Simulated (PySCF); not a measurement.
CH₇AlSi.
SMILES with atom numbers: `[AlH2:1][CH2:2][SiH3:3]` (hydrogens: H4, H5 on Al1; H6, H7 on C2; H8, H9, H10 on Si3)

Computed by this run: PySCF, PBE0-D3(BJ)/def2-SVP geometry optimisation, gas phase; density fitting, grid level 1; the optimiser is geomeTRIC in internal coordinates, started from a GFN2-xTB structure with every atom displaced at random (about 0.01 Å).

Step 10: E = -15612.0385 eV
```
atom  x, y, z in Å  |  force x, y, z in eV/Å
Al1     1.6589    0.6488   -0.0584    0.029   0.010   0.003
C2      0.1878   -0.6335   -0.1691    0.006  -0.017  -0.044
Si3    -1.3529   -0.1306    0.7768   -0.003   0.021   0.006
H4      3.0898    0.1977    0.4717   -0.002  -0.011   0.014
H5      1.4274    2.1601   -0.4984   -0.017   0.006  -0.016
H6     -0.1105   -0.7283   -1.2306   -0.014   0.006   0.003
H7      0.5261   -1.6304    0.1607   -0.001   0.011   0.032
H8     -2.3536   -1.2375    0.8866   -0.006  -0.014  -0.009
H9     -2.0097    1.0298    0.0981    0.006   0.002   0.011
H10    -1.0091    0.3016    2.1717    0.003  -0.014   0.001
```

Step 11: E = -15612.0404 eV
```
atom  x, y, z in Å  |  force x, y, z in eV/Å
Al1     1.6478    0.6527   -0.0643    0.042   0.005   0.003
C2      0.1840   -0.6392   -0.1786    0.038   0.035  -0.045
Si3    -1.3462   -0.1342    0.7817   -0.008  -0.001   0.010
H4      3.0588    0.2221    0.5319   -0.002  -0.015   0.014
H5      1.4367    2.1506   -0.5574   -0.028   0.001  -0.020
H6     -0.1228   -0.7320   -1.2375   -0.011  -0.002   0.000
H7      0.5355   -1.6315    0.1505   -0.025  -0.003   0.034
H8     -2.3634   -1.2275    0.8735   -0.008  -0.012  -0.004
H9     -1.9864    1.0488    0.1270    0.001   0.004   0.007
H10    -0.9899    0.2681    2.1824    0.000  -0.014   0.002
```

Step 12: E = -15612.0439 eV
```
atom  x, y, z in Å  |  force x, y, z in eV/Å
Al1     1.6335    0.6591   -0.0745    0.040   0.000  -0.002
C2      0.1767   -0.6413   -0.2031    0.066   0.107  -0.025
Si3    -1.3325   -0.1419    0.7929   -0.008  -0.034   0.016
H4      2.9864    0.2732    0.6692   -0.005  -0.012   0.012
H5      1.4729    2.1184   -0.6889   -0.028  -0.008  -0.021
H6     -0.1491   -0.7227   -1.2562   -0.001  -0.019  -0.003
H7      0.5411   -1.6301    0.1213   -0.047  -0.027   0.022
H8     -2.3698   -1.2183    0.8594   -0.008  -0.004   0.000
H9     -1.9560    1.0758    0.1881   -0.006   0.007   0.001
H10    -0.9488    0.2056    2.2010   -0.003  -0.011   0.000
```

**Question.** Estimate the geometry and energy of step 13. (The exact step hangs on the optimiser's Hessian estimate; all steps are aligned on step 12, rigid shifts and turns removed.)

**Answer.** E = -15612.0454 eV, largest force 0.231 eV/Å
```
atom  x, y, z in Å  |  force x, y, z in eV/Å
Al1     1.6092    0.6725   -0.0948    0.007   0.008  -0.026
C2      0.1585   -0.6317   -0.2651    0.066   0.214   0.058
Si3    -1.2992   -0.1628    0.8209    0.003  -0.082   0.037
H4      2.7592    0.4316    0.9785    0.000  -0.017  -0.003
H5      1.6236    1.9948   -0.9808   -0.012  -0.013  -0.014
H6     -0.2120   -0.6788   -1.3033    0.039  -0.061  -0.020
H7      0.5361   -1.6219    0.0387   -0.067  -0.066  -0.014
H8     -2.3673   -1.2107    0.8491   -0.009   0.010  -0.002
H9     -1.9044    1.1153    0.3329   -0.018   0.014  -0.008
H10    -0.8494    0.0696    2.2331   -0.010  -0.007  -0.008
```

The energy changes by -0.0015 eV. The first-order estimate −F·Δx gives -0.0059 eV and the mean of the old and new forces, exact on a quadratic surface, -0.0010 eV. The step makes an angle of 87° with the force vector and moves no atom by more than 0.415 Å.

What follows is the cost of the whole optimisation. Time: 41 s wall; peak memory 0.37 GiB. Hardware: one thread of an Arm Neoverse V1, shared host.
